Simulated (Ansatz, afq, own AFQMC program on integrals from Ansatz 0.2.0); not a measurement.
Atomization energy of CH$_{2}$Ge, triplet

```xyz
4

Ge    0.0000   -0.0446    0.2902
C     0.0000    0.1823   -1.6010
H     0.0000    1.5086    0.6403
H     0.0000   -0.4689   -2.4762
```

Connectivity, by distances: GeH–CH.

Atoms in their ground-state spins without spin–orbit coupling (mostly on UHF) minus the molecule (UHF), without zero-point energy. The geometry is a stationary point, not shown to be a minimum.

Basis cc-pVDZ. Only valence electrons are correlated. Ansatz 0.2.0 and our own AFQMC program on the same integrals; the CISD trial comes from CCSD amplitudes, and released means the phaseless constraint is let go. Error bars are statistical, one sigma. No spin–orbit coupling. The errors of all members are added in quadrature.

No full CI on the walks' own integrals is used here; CCSDT(Q) serves as the reference and is uncertain by about the last step of the cluster series. Each member takes its own surest rung, up to full CI.

Errors are counted within cc-pVDZ, not against nature.

Cautions: inner d shell frozen; no relativity below Rb; no spin-orbit coupling; CH₂Ge (triplet): lower spins were not checked, the determinant is a saddle point among determinants of its kind.

| level | atomization energy (eV) |
| --- | --- |
| HF | 7.187 |
| MP2 | 9.104 |

Question: From these cheaper values, estimate the atomization energy at the reference level in cc-pVDZ.

Answer: 9.290 eV (CCSDT(Q) in cc-pVDZ).

```csv
level,atomization energy (eV),error against CCSDT(Q) (eV)
CCSD,9.134,-0.155
CCSD(T),9.252,-0.038
CCSDT,9.280,-0.010
ph-AFQMC/HF,9.529 ± 0.038,0.239 ± 0.038
ph-AFQMC/CISD,9.286 ± 0.017,-0.004 ± 0.017
released AFQMC,9.293 ± 0.012,0.003 ± 0.012
```

Correlation beyond CCSD(T) adds 0.038 eV. The perturbative (T) step is worth +0.118 eV.

A walk keeps the symmetry of its determinant, which the program's search chose and which needn't be the lowest solution, so a lower state of the same spin and another symmetry isn't excluded. Released energies are given only where the last usable release times agree within the noise; a slower fall can still hide under it.
